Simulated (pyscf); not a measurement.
O=Mo(=O)(OH)–Cl + H₂ → O=MoH(OH)(OH)–Cl, an addition across a multiple bond or ene-type step (singlet surface; H–H broken, H–O, H–Mo formed). PySCF, gas phase, ωB97X-D3(BJ)/def2-SVP geometries. Energies in kcal/mol from the separated reactants.

AM1 to PM7: differences of heats of formation from MOPAC, which are fitted to 298 K values and so differ in kind from electronic energies by zero-point and thermal terms. 

Question: Quick AM1 single points give ΔE‡ = 56.2 kcal/mol and ΔE = +2.7 kcal/mol. What does ωB97M-D3(BJ)/def2-TZVP give, and how far is the quick result from it?

Answer: ωB97M-D3(BJ)/def2-TZVP gives ΔE‡ = 37.7 kcal/mol and ΔE = +9.8 kcal/mol. AM1 lies 18.4 kcal/mol over it in the barrier and 7.1 kcal/mol under it in the reaction energy, so on this step it does not hold to within 3.0 kcal/mol. ωB97M-D3(BJ)/def2-TZVP has limits of its own. At the saddle there is also a short H–Mo contact that neither side keeps. This is the saddle that the search found; another between the same sides may lie lower. In the def2 sets elements past Kr carry core potentials, without spin-orbit coupling.
